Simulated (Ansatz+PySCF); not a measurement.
## doublet CH3S: levels of theory in one basis

```xyz
5

H     1.6786   -0.9105    0.0008
C     1.1393    0.0237   -0.0316
S    -0.5730   -0.0883    0.0089
H    -0.8486    1.2280   -0.0921
H     1.6424    0.9630    0.1360
```

Basis set: cc-pVTZ on H, C; cc-pV(T+d)Z on S (spherical functions). Left uncorrelated: 6 orbitals. Correlation on ROHF uses semicanonical orbitals with singles. Charge 0, multiplicity 2.

Computed with Ansatz (development build ahead of 0.2.0) and PySCF 2.14.0; each method stands on the lowest determinant of its kind that the runs found.

| method | E − E(ROHF) (eV) | <S²> of the determinant |
| --- | --- | --- |
| ROHF | 0.00 | 0.75 |
| UHF | -0.17 | 0.77 |
| ROHF-MP2 | -9.13 | – |
| UHF-MP2 | -9.10 | 0.77 |

Problem. What does ROHF-CCSD(T) give on the same scale?

Solution. -10.46 eV.
